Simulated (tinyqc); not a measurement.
Worked calculation: Pariser-Parr-Pople SCF with singles CI, for the molecule Oc1cc[nH]c1 (SMILES; centres numbered as the heavy atoms are written). One step of it, computed by the program tinyqc.

Task: Iteration 1: orbitals and new P. Diagonalise F (the basis is taken as orthonormal) and form P = 2 sum c c over the lowest orbitals; 0.3 of the old P is kept.

F (eV), order 1O, 2C, 3C, 4C, 5N, 6C:
```
[[-5.911499, -2.550002, 0.312471, 0.009739, -0.142687, 0.271868],
 [-2.550002, -7.358342, -4.294579, 0.067208, 0.829393, -3.906740],
 [0.312471, -4.294579, -6.300946, -4.832688, -0.318442, 1.268880],
 [0.009739, 0.067208, -4.832688, -9.284664, -4.976776, 0.970587],
 [-0.142687, 0.829393, -0.318442, -4.976776, -7.345359, -4.845784],
 [0.271868, -3.906740, 1.268880, 0.970587, -4.845784, -7.724813]]
```

pi electrons, sum of z_r less the charge = 8

P at the start, order 1O, 2C, 3C, 4C, 5N, 6C:
```
[[1.982957, 0.073085, -0.114573, -0.005037, 0.073243, -0.099686],
 [0.073085, 1.684697, 0.519952, -0.024754, -0.288844, 0.414071],
 [-0.114573, 0.519952, 0.797077, 0.666686, 0.110916, -0.467517],
 [-0.005037, -0.024754, 0.666686, 0.864293, 0.639256, -0.357527],
 [0.073243, -0.288844, 0.110916, 0.639256, 1.348934, 0.607041],
 [-0.099686, 0.414071, -0.467517, -0.357527, 0.607041, 1.322042]]
```

Give: orbital energies; P after iteration 1.

Result:

orbital energies (eV): [-16.0815, -12.0130, -11.0087, -5.8040, -0.2301, 1.2117]

P after iteration 1, order 1O, 2C, 3C, 4C, 5N, 6C:
```
[[1.8969, 0.2417, -0.2460, 0.0576, 0.0972, -0.1890],
 [0.2417, 1.4119, 0.6222, -0.1267, -0.2699, 0.4901],
 [-0.2460, 0.6222, 0.9933, 0.6233, -0.1233, -0.2857],
 [0.0576, -0.1267, 0.6233, 1.1604, 0.6463, -0.3217],
 [0.0972, -0.2699, -0.1233, 0.6463, 1.2073, 0.6394],
 [-0.1890, 0.4901, -0.2857, -0.3217, 0.6394, 1.3302]]
```
